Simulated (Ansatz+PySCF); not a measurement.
Results of a calculation; reference values are marked as such.
A run of PySCF 2.14.0 on singlet C₂H₂O₂ at this shape:

```yaml
atoms:
  - { symbol: C, position_ang: [-0.0097, 0.0227, -0.7581] }
  - { symbol: C, position_ang: [0.0072, -0.0235, 0.7665] }
  - { symbol: O, position_ang: [0.0038, 1.0573, -1.3634] }
  - { symbol: O, position_ang: [0.0017, -1.0642, 1.3672] }
  - { symbol: H, position_ang: [0.0028, -0.9767, -1.2434] }
  - { symbol: H, position_ang: [-0.0011, 0.9897, 1.2497] }
```

Its results:

```
Converged                       : yes
Total energy                    : -226.41291 hartree
Spin squared of the determinant : 0.000
Cycles                          : 11
```

(1) Which input gives this output? Name the method, the orbitals and the basis set, and write the input.

## Answers

(1) RHF in def2-SVP. An unrestricted run that stays on the closed shell gives the same numbers.

```python
from pyscf import gto, scf

mol = gto.M(atom="""
C -0.009750 0.022750 -0.758150
C 0.007210 -0.023490 0.766520
O 0.003760 1.057320 -1.363440
O 0.001700 -1.064180 1.367150
H 0.002770 -0.976660 -1.243410
H -0.001140 0.989710 1.249740
""", basis='def2-svp', charge=0, spin=0)
mf = scf.RHF(mol)
mf.kernel()
print(mf.converged, mf.e_tot, mf.spin_square()[0])
```
